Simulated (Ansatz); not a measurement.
# CH4: the cost of one run

The runs use Ansatz 0.2.0, Gaussian basis; PBE0-D4/def2-TZVP structures, single points in def2-TZVPP, no counterpoise correction.

Levels: SPW92, PBE-D4, BLYP-D4, r2SCAN-D4, B97M-V, PBE0-D4, B3LYP-D4, r2SCAN0-D4, BHLYP-D4, CAM-B3LYP-D4, wB97X-V, wB97M-V, B2PLYP, PBE-QIDH, RPA on PBE, Hartree-Fock, MP2, CCSD, CCSD(T).

Cores are frozen in the correlated methods. Orbitals are unrestricted. B3LYP uses VWN-RPA correlation. B2PLYP carries no dispersion term here.

79 further runs of the same task are left out: 1 that didn't finish, 78 set aside as unsound or not needed.

## 1. Where the work starts

The complex: 6 atoms, charge 0, spin multiplicity 2.

Atoms are counted from 1 here; the program's logs count them from 0.

Bond lengths: H1–C2 1.122 Å, C2–H4 1.088 Å, C2–H5 1.088 Å, C2–H6 1.088 Å. Angles: H1–C2–H4 107.3°, H1–C2–H5 107.3°, H1–C2–H6 107.3°, H4–C2–H5 111.6°, H4–C2–H6 111.6°, H5–C2–H6 111.6°.

Geometry (Å):

```
H    -0.1736   -0.5025   -0.2483
C     0.1588    0.4566    0.2296
Cl   -0.7489   -2.1529   -1.0837
H     0.3503    1.1678   -0.5712
H    -0.6486    0.7917    0.8774
H     1.0620    0.2394    0.7961
```

Its parts: CH₄ holds atoms 1, 2, 4, 5, 6; Cl radical holds atoms 3. Each part counts its atoms afresh in its own runs.

## 2. Relaxing CH₄ alone

Contents of relax-a/in.yaml:

```yaml
crystal:
  periodic: [false, false, false]
  atoms:
    - {symbol: H, position_ang: [-0.173562, -0.502527, -0.248285]}
    - {symbol: C, position_ang: [0.158765, 0.456570, 0.229625]}
    - {symbol: H, position_ang: [0.350337, 1.167751, -0.571170]}
    - {symbol: H, position_ang: [-0.648631, 0.791727, 0.877397]}
    - {symbol: H, position_ang: [1.061972, 0.239399, 0.796109]}
basis:
  gaussian: {orbitals: def2-TZVP}
hamiltonian: {xc: pbe0, dispersion: d4}
relax: {f_tol: 0.005, max_steps: 200}
```

The run is started by

```console
$ ansatz run in.yaml --threads 2 --pin off --events-out ev --progress --plain --max-ram 4352MiB
```

**Question.** How long does this run take on 2 threads of Arm Neoverse V1, shared host?

About 1.6 s.
